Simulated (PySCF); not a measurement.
# HCl, singlet: reading a ladder of total energies

Geometry: MP2(full)/6-31G*, from the G2/97 set.

```xyz
2

Cl    0.0000    0.0000    0.0000
H     0.0000    0.0000    1.2800
```

Basis cc-pV(Q+d)Z; PySCF 2.14.0. Only valence electrons are correlated (noble-gas cores frozen), which leaves 8 electrons in 89 orbitals. R marks a restricted (for open shells ROHF) determinant.

Full CI isn't at hand for all of this; RCCSDT(Q) serves as the reference, and is uncertain by about the last step of the cluster series.

```
    level  total energy (hartree)
      RHF             -460.111762
     RMP2             -460.334948
    RCCSD             -460.354162
 RCCSD(T)             -460.363848
   RCCSDT             -460.364393
RCCSDT(Q)             -460.364799
```

**Question.** What is the correlation energy at RCCSDT(Q), and what share of it do RMP2 and RCCSD(T) recover?

**Answer.** E(corr) = -460.364799 − (-460.111762) = -0.253037 hartree = -6.885 eV. RMP2: -0.223186 / -0.253037 = 88.20 %. RCCSD(T): -0.252086 / -0.253037 = 99.62 %.

**Question.** By how many kcal/mol does RCCSD(T) miss RCCSDT(Q) (1 hartree = 627.509 kcal/mol), and which steps make up the rest?

**Answer.** -460.363848 − (-460.364799) = 0.000951 hartree = 0.60 kcal/mol. Steps: RCCSDT − RCCSD(T) = -0.34, RCCSDT(Q) − RCCSDT = -0.25 kcal/mol. That is within 1 kcal/mol of the reference in this basis, which itself misses far more of the correlation at the basis-set limit.
